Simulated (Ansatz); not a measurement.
Worked example: correlation energy of O2, quintet

Geometry: that of the O2, triplet, kept fixed. The triplet lies 15.1 eV lower here.

| atom | x (Å) | y (Å) | z (Å) |
| --- | --- | --- | --- |
| O | 0.0000 | 0.0000 | 0.0000 |
| O | 0.0000 | 0.0000 | 1.1928 |

Basis cc-pVDZ; Ansatz 0.2.0. Only valence electrons are correlated (noble-gas cores frozen), which leaves 12 electrons in 26 orbitals. Prefix R: restricted or restricted open-shell reference; prefix U: unrestricted.

Full CI isn't at hand for all of this; UCCSDTQ serves as the reference, and is uncertain by about the last step of the cluster series.

Runs differ by some tens of microhartree through their thresholds and, for an open shell, their frozen cores, so steps under 0.03 kcal/mol mean nothing.

| level | total energy (hartree) |
| --- | --- |
| UHF | -149.153501 |
| UMP2 | -149.404083 |
| UCCSD | -149.428685 |
| UCCSD(T) | -149.432724 |
| UCCSDT | -149.433107 |
| UCCSDT(Q) | -149.433562 |
| UCCSDTQ | -149.433585 |

What is the correlation energy at UCCSDTQ, and what share of it do UMP2 and UCCSD recover?

E(corr) = -149.433585 − (-149.153501) = -0.280084 hartree = -7.621 eV. UMP2: -0.250582 / -0.280084 = 89.47 %. UCCSD: -0.275184 / -0.280084 = 98.25 %.

By how many kcal/mol does UCCSD(T) miss UCCSDTQ (1 hartree = 627.509 kcal/mol), and which steps make up the rest?

-149.432724 − (-149.433585) = 0.000861 hartree = 0.54 kcal/mol. Steps: UCCSDT − UCCSD(T) = -0.24, UCCSDT(Q) − UCCSDT = -0.29, UCCSDTQ − UCCSDT(Q) = -0.01 kcal/mol. That is within 1 kcal/mol of the reference in this basis, which itself misses far more of the correlation at the basis-set limit.
